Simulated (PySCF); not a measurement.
Bonds broken one at a time in the series Al F-Br. Isolated molecules, 0 K electronic values unless said otherwise. Strings in code marks are SMILES.

Method: PBE-D3(BJ)/def2-TZVP // PBE0-D3(BJ)/def2-TZVP in PySCF. 

```json
[
 {"species": "whole molecule (`[F][Al]([F])[F]`)", "dipole moment (D)": "(withheld)"},
 {"species": "radical fragment (`[F][Al][F]`)", "dipole moment (D)": "1.68"},
 {"species": "whole molecule (`[F][Al]([F])[Br]`)", "dipole moment (D)": "0.68"},
 {"species": "radical fragment (`[F][Al][Br]`)", "dipole moment (D)": "1.46"}
]
```

Question: Complete the blanks.

Answer: 
- whole molecule (`[F][Al]([F])[F]`), dipole moment (D): 0.00
